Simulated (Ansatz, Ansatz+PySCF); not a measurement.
```yaml
atoms:
  - { symbol: C, position_ang: [-0.0185, -0.4083, -1.8644] }
  - { symbol: C, position_ang: [-0.0348, 0.4160, -0.6750] }
  - { symbol: C, position_ang: [-0.0013, -0.3650, 0.6365] }
  - { symbol: C, position_ang: [0.0191, 0.4657, 1.8935] }
  - { symbol: H, position_ang: [0.0418, 0.1829, -2.7995] }
  - { symbol: H, position_ang: [0.8376, -1.0698, -1.9585] }
  - { symbol: H, position_ang: [-0.8622, -1.0331, -1.9443] }
  - { symbol: H, position_ang: [-0.8496, 1.0495, -0.6146] }
  - { symbol: H, position_ang: [0.9146, 1.0604, -0.6629] }
  - { symbol: H, position_ang: [0.8638, -1.0787, 0.6825] }
  - { symbol: H, position_ang: [-0.8513, -1.0443, 0.6231] }
  - { symbol: H, position_ang: [0.0258, -0.1749, 2.8399] }
  - { symbol: H, position_ang: [0.8422, 1.0830, 1.9778] }
  - { symbol: H, position_ang: [-0.8748, 1.1164, 1.9816] }
```

RHF on singlet C₄H₁₀ was run in several spherical basis sets with Ansatz (development build ahead of 0.2.0).

(1) Rank the basis sets by the total energy that they give, lowest first, with the distance from the lowest.
A. def2-TZVP
B. 6-31G(d)
C. 6-31G
D. cc-pVDZ
E. def2-SVP

## Answers

(1) A (0.00 eV), D (1.29 eV), B (1.63 eV), C (3.35 eV), E (4.57 eV).

Totals follow the description of the cores as much as that of the bonds, so this order isn't one of quality for chemistry.
